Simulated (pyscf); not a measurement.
Four-centre exchange: `[O]=[Cr](=[O])([F])[F]` + `[ClH]` → `[O]=[Cr](=[O])([F])[Cl]` + `[FH]`

Gas phase, singlet surface, charge 0. Bonds broken: Cr2–F4, Cl6–H7. Bonds formed: Cr2–Cl6, F4–H7. Single points on ωB97X-D3(BJ)/def2-SVP structures (PySCF, gas phase).

Transition state (Å):

```xyz
7

O      0.3009    -0.3144     0.7263
Cr    -0.6885    -0.5729    -0.3927
O     -0.3093    -1.8772    -1.0652
F     -1.6220     0.8193    -1.2946
F     -2.1488    -0.9156     0.4015
Cl     0.8340     0.6750    -1.9977
H     -0.5453     1.0956    -1.9013
```

One imaginary mode, 635i cm⁻¹; descent along it reached the two sides named.

```csv
bond,change,reactant side (Å),saddle,product side
Cr2–F4,breaks,1.704,1.903,2.7
Cl6–H7,breaks,1.285,1.445,2.350
Cr2–Cl6,forms,3.5,2.540,2.162
F4–H7,forms,2.180,1.266,0.930
```

Electronic energies relative to the separated reactants (kcal/mol):

```tsv
level	barrier	reaction energy	reverse barrier
ωB97X-D3(BJ)/def2-TZVP	14.5	-3.6	18.1
PBE/def2-TZVP	12.8	-0.9	13.6
r²SCAN/def2-TZVP	12.7	-0.8	13.5
B3LYP-D3(BJ)/def2-TZVP	15.1	-2.6	17.6
PBE0-D3(BJ)/def2-TZVP	14.1	-3.2	17.3
M06-2X/def2-TZVP	14.6	-4.4	19.0
ωB97M-D3(BJ)/def2-TZVP	16.7	-1.6	18.3
```

With ωB97M-D3(BJ)/def2-TZVP energies and thermal terms (ideal gas, 1 atm, RRHO with modes under 100 cm⁻¹ raised to 100, one conformer, R ln 2 for chiral ones without a mode under 150 cm⁻¹), in kcal/mol:

```
T (K)   ΔH‡   ΔG‡    ΔH    ΔG
-----  ----  ----  ----  ----
298    15.7  25.9  -0.5  -0.9
600    15.7  36.2  -0.3  -1.3
900    16.1  46.4  -0.3  -1.8
1200   16.6  56.4  -0.3  -2.3
```

This is the saddle that the search found; another between the same sides may lie lower.
